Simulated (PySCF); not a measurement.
Excitation energies in several basis sets

Compound: ethylenediamine, C₂H₈N₂.
Geometry (PBE0-D3(BJ)/def2-SVP, Å), atoms numbered from 1 in this order:
```xyz
12
C2H8N2 angstrom
N      1.0403   -0.9320    0.7834
C      0.6394    0.4531    0.6106
C     -0.7746    0.5287    0.0565
N     -0.8775   -0.2362   -1.1739
H      1.9041   -0.9898    1.3172
H      1.2523   -1.3293   -0.1307
H      0.6588    0.9529    1.5932
H      1.3090    1.0318   -0.0602
H     -1.4793    0.1976    0.8482
H     -1.0101    1.5837   -0.1611
H     -1.7524   -0.0322   -1.6504
H     -0.9100   -1.2283   -0.9445
```

TDDFT with PBE0 (PySCF), vertical singlets, core orbitals frozen in the response, spherical d and f functions. Geometry: PBE0-D3(BJ)/def2-SVP, one conformer, isolated molecule.

Q: How do the low singlets change with the basis? Take 6-31G*, 6-31+G*, def2-SVP, def2-SVPD, aug-cc-pVDZ, def2-TZVP and def2-TZVPD.

A: 

| basis | functions | diffuse | S1 (eV) | S2 (eV) | S3 (eV) | S4 (eV) | S5 (eV) | LUMO (eV) | α (au) |
| --- | --- | --- | --- | --- | --- | --- | --- | --- | --- |
| 6-31G* | 72 | no | 7.16 | 7.63 | 8.54 | 8.68 | 8.97 | 2.44 | 36.1 |
| 6-31+G* | 88 | yes | 5.69 | 6.08 | 6.52 | 6.60 | 6.96 | 0.32 | 42.4 |
| def2-SVP | 96 | no | 6.63 | 7.09 | 7.72 | 7.89 | 8.19 | 1.75 | 37.4 |
| def2-SVPD | 144 | yes | 6.18 | 6.60 | 6.99 | 7.17 | 7.54 | 0.82 | 45.7 |
| aug-cc-pVDZ | 164 | yes | 5.43 | 5.82 | 6.08 | 6.26 | 6.41 | -0.12 | 47.6 |
| def2-TZVP | 172 | no | 6.26 | 6.72 | 7.30 | 7.41 | 7.81 | 1.04 | 43.0 |
| def2-TZVPD | 220 | yes | 5.78 | 6.19 | 6.54 | 6.71 | 7.09 | 0.35 | 47.2 |

States are compared by their number. Against the largest diffuse basis here (def2-TZVPD, itself not a converged limit), sets without diffuse functions differ by up to 1.37 eV in S1 and 1.88 eV in S5; the smaller diffuse sets differ by up to 0.40 and 0.68 eV. State by state, the largest deviation of a set without diffuse functions is S1 1.37, S2 1.44, S3 2.00, S4 1.96, S5 1.88 eV. The same number needn't mean the same state in each row. Against def2-TZVPD the polarisability deviates by -23% in 6-31G*, -10% in 6-31+G*, -21% in def2-SVP, -3% in def2-SVPD, +1% in aug-cc-pVDZ, -9% in def2-TZVP. A single + in a Pople set puts diffuse functions on heavy atoms only.
